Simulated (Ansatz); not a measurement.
Cartesian coordinates in Å:
```
N -1.753 -0.683 0.369
C -0.656 0.062 -0.209
C 0.570 -0.748 -0.661
C 1.460 0.373 -0.093
C 0.262 0.814 0.768
H -2.217 -1.238 -0.342
H -2.451 -0.050 0.744
H -0.959 0.743 -1.019
H 0.647 -1.658 -0.061
H 0.661 -1.003 -1.719
H 2.376 0.083 0.421
H 1.708 1.117 -0.853
H 0.260 0.306 1.735
H 0.092 1.882 0.920
```

Total charge 0; spin multiplicity 1.

Question: List the PBE/def2-TZVPP orbital energies in eV (Ansatz). (Best estimate.)

Answer: Ansatz gave: Occupied: -379.87, -269.51, -268.71, -268.60, -268.60, -22.18, -20.31, -16.07, -15.55, -13.23, -11.96, -11.67, -11.59, -9.83, -9.13, -8.26, -7.74, -7.46, -7.17, -5.31. Lowest empty: 0.32, 0.83, 1.29, 1.57, 2.12, 2.23, 2.53, 3.23.
